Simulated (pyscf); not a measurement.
## Four-centre exchange: `[SH2]` + `[SiH3]` [doublet] → `[SiH2][SH]` [doublet] + `[H][H]`

Gas phase, doublet surface, charge 0. Bonds broken: S1–H2, Si4–H5. Bonds formed: S1–Si4, H2–H5. Structures and frequencies: ωB97X-D3(BJ)/def2-SVP in PySCF.

Transition state (Å):

```xyz
7

S      2.4843     0.2396     0.1937
H      0.8456    -0.3086    -0.1576
H      2.8582    -0.9722     0.6499
Si     0.3128     0.2244     1.4883
H     -0.0985    -0.4478    -0.0100
H     -0.0669     1.6092     1.0796
H     -0.9633    -0.4364     2.0029
```

One imaginary mode, 1171i cm⁻¹; descent along it reached the two sides named.

| bond | change | reactant side (Å) | saddle | product side |
|---|---|---|---|---|
| S1–H2 | breaks | 1.346 | 1.763 | 3.0 |
| Si4–H5 | breaks | 1.492 | 1.693 | 4.1 |
| S1–Si4 | forms | 3.3 | 2.528 | 2.140 |
| H2–H5 | forms | 3.5 | 0.966 | 0.761 |

Electronic energies relative to the separated reactants (eV):

```
level                   barrier  reaction energy  reverse barrier
----------------------  -------  ---------------  ---------------
ωB97X-D3(BJ)/def2-TZVP     1.49            -0.57             2.07
PBE/def2-TZVP              1.12            -0.50             1.62
r²SCAN/def2-TZVP           1.29            -0.50             1.79
B3LYP-D3(BJ)/def2-TZVP     1.42            -0.47             1.90
PBE0-D3(BJ)/def2-TZVP      1.29            -0.48             1.77
M06-2X/def2-TZVP           1.54            -0.50             2.03
ωB97M-D3(BJ)/def2-TZVP     1.53            -0.42             1.95
HF/def2-TZVP               2.55            -0.18             2.73
```

With ωB97M-D3(BJ)/def2-TZVP energies and thermal terms (ideal gas, 1 atm, RRHO with modes under 100 cm⁻¹ raised to 100, one conformer, R ln 2 for chiral ones without a mode under 150 cm⁻¹), in eV:

```json
[
 {"T (K)": "298", "ΔH‡": "1.51", "ΔG‡": "1.92", "ΔH": "-0.45", "ΔG": "-0.41"},
 {"T (K)": "600", "ΔH‡": "1.52", "ΔG‡": "2.34", "ΔH": "-0.41", "ΔG": "-0.39"},
 {"T (K)": "900", "ΔH‡": "1.54", "ΔG‡": "2.74", "ΔH": "-0.37", "ΔG": "-0.38"},
 {"T (K)": "1200", "ΔH‡": "1.58", "ΔG‡": "3.14", "ΔH": "-0.35", "ΔG": "-0.39"}
]
```

The same reactants have a lower exit, to SH• + SiH₄ (barrier +0.17 eV at ωB97M-D3(BJ)/def2-TZVP, against +1.53 eV here). This is the saddle that the search found; another between the same sides may lie lower.
